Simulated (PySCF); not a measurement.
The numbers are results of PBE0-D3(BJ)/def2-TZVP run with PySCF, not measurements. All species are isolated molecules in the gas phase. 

Reference species (SMILES): `[SiH2]` (lower singlet) (neutral, multiplicity 1).

The dipole moment comes out as 0.17 D.

Changed species: `C#C[SiH]` (lower singlet) (X = ethynyl, multiplicity 1; the reference has X = H, multiplicity 1).

### Question
Give the shifts of the dipole moment.

### Answer
the dipole moment rises by 0.83 D, to 1.00 D.
